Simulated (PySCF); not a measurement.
Molecule: `InChI=1S/C3H5N3/c1-6-4-2-3-5-6/h2-3H,1H3`.

Molfile (atoms numbered from 1):
```
C3H5N3
     RDKit          3D

 11 11  0  0  0  0  0  0  0  0999 V2000
   -1.7134   -0.0991   -0.5574 C   0  0  0  0  0  0  0  0  0  0  0  0
   -0.3394   -0.0238   -0.1327 N   0  0  0  0  0  0  0  0  0  0  0  0
    0.3507   -1.0955    0.1907 N   0  0  0  0  0  0  0  0  0  0  0  0
    1.5359   -0.6144    0.5541 C   0  0  0  0  0  0  0  0  0  0  0  0
    1.4958    0.7832    0.4286 C   0  0  0  0  0  0  0  0  0  0  0  0
    0.2881    1.1244   -0.0110 N   0  0  0  0  0  0  0  0  0  0  0  0
   -2.3790    0.2969    0.2233 H   0  0  0  0  0  0  0  0  0  0  0  0
   -1.9461   -1.1529   -0.7432 H   0  0  0  0  0  0  0  0  0  0  0  0
   -1.8473    0.4871   -1.4757 H   0  0  0  0  0  0  0  0  0  0  0  0
    2.3394   -1.2730    0.8764 H   0  0  0  0  0  0  0  0  0  0  0  0
    2.2595    1.5329    0.6245 H   0  0  0  0  0  0  0  0  0  0  0  0
  1  2  1  0
  2  3  1  0
  3  4  2  0
  4  5  1  0
  5  6  2  0
  6  2  1  0
  1  7  1  0
  1  8  1  0
  1  9  1  0
  4 10  1  0
  5 11  1  0
M  END
```

Geometry PBE0-D3(BJ)/def2-SVP throughout; GIAO in PySCF 2.14, gas phase, one conformer, non-relativistic; equivalent atoms averaged; functional PBE0.

Question: How do the shifts δ (against TMS, NH3 at the same level) depend on the basis set? (ppm; last column core-seconds on 1 thread of an Arm Neoverse V1, shared host)

Answer: 
```
  basis set  functions  C4/C5    C1  N3/N6     N2  H10/H11  H7/H8/H9  core-s
   pcSseg-0         64  147.4  46.4  386.0  265.8     7.55      4.44       4
    cc-pVDZ        109  130.9  40.4  338.9  254.3     7.26      3.90     7.2
aug-cc-pVDZ        183  131.5  39.9  334.2  254.1     7.64      4.17      14
    cc-pVTZ        250  136.6  41.1  357.9  268.1     7.50      4.04      23
   IGLO-III        260  140.7  42.4  362.3  272.8     7.53      4.10      23
```

Question: Which nucleus moves most, in ppm?

Answer: N3/N6 (pyridine-type nitrogen of an azole): from 334.2 ppm with aug-cc-pVDZ to 386.0 ppm with pcSseg-0. The smallest spread is 0.38 ppm, at H10/H11. Proton shifts span only some 12 ppm, so a few tenths of a ppm matter as much there as several ppm in carbon.

Question: Taking the largest basis, IGLO-III (260 functions), as the yardstick, rank the others by their worst heavy-atom deviation.

Answer: cc-pVTZ 4.7 ppm (250 functions), cc-pVDZ 23.4 ppm (109 functions), pcSseg-0 23.7 ppm (64 functions), aug-cc-pVDZ 28.1 ppm (183 functions).

A small basis that lands close on one nucleus may do so by chance; judge by the trend and by all nuclei.
